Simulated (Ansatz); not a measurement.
Molecule: C$_{4}$H$_{5}$, net charge -1, singlet state. It need not be the lowest isomer of its formula. Whether it binds its extra electron was not tested at this geometry. 
Coordinates optimised at B3LYP-D3(BJ)/def2-TZVP (Ansatz, an electronic-structure program):
```xyz
9

C      0.7880     1.5478     0.2122
C      0.2890     0.6043    -0.5865
C     -0.6203    -0.4167    -0.2422
C     -0.4150    -1.6356     0.3427
H      1.5131     2.2909    -0.1331
H      0.5205     1.6517     1.2796
H     -1.6443    -0.2303    -0.5874
H      0.5710    -1.9412     0.6766
H     -1.2104    -2.3704     0.4074
```
Charge -1, spin multiplicity 1.

Total electronic energies in hartree. Valence correlation only, unless marked. Spin-orbit coupling is left out. Non-relativistic. 

```
level                               program  energy (Eh)
---------------------------  --------------  -----------
RI-HF/aug-cc-pVTZ                    Ansatz          [?]
RI-HF/cc-pVTZ                        Ansatz   -154.30944
PBE/def2-TZVPD                       Ansatz   -155.19272
PBE-D3(BJ)/def2-TZVPD        Ansatz + dftd3   -155.19833
B3LYP-D3(BJ)/def2-TZVPD      Ansatz + dftd3   -155.42363
PBE0/def2-TZVP                       Ansatz   -155.19963
PBE0/def2-TZVPD                      Ansatz   -155.20353
BHLYP-D3(BJ)/def2-TZVPD      Ansatz + dftd3   -155.30252
r2SCANh-D4/def2-TZVPD        Ansatz + dftd4   -155.29590
r2SCAN0/def2-TZVPD                   Ansatz   -155.28185
CAM-B3LYP-D3(BJ)/def2-TZVPD  Ansatz + dftd3          [?]
LC-wPBE-D4/def2-TZVPD        Ansatz + dftd4   -155.28501
LC-wPBE/def2-TZVPD                   Ansatz   -155.27800
B2GP-PLYP-D3(BJ)/def2-TZVPD  Ansatz + dftd3   -155.21994
B2GP-PLYP/def2-TZVPD                 Ansatz   -155.21677
PBE-QIDH/def2-TZVPD                  Ansatz   -155.16833
MP2/6-31G                            Ansatz          [?]
MP2/cc-pVTZ                          Ansatz   -154.97277
SCS-MP2/STO-3G                       Ansatz   -152.44071
SCS-MP2/6-31G*                       Ansatz   -154.73901
CCSD/6-31G*                          Ansatz   -154.78471
CCSD/aug-cc-pVDZ                     Ansatz   -154.89022
```

Problem. Complete the blanks.

Solution. 
- RI-HF/aug-cc-pVTZ, energy (Eh): -154.31828
- CAM-B3LYP-D3(BJ)/def2-TZVPD, energy (Eh): -155.31323
- MP2/6-31G, energy (Eh): -154.53569
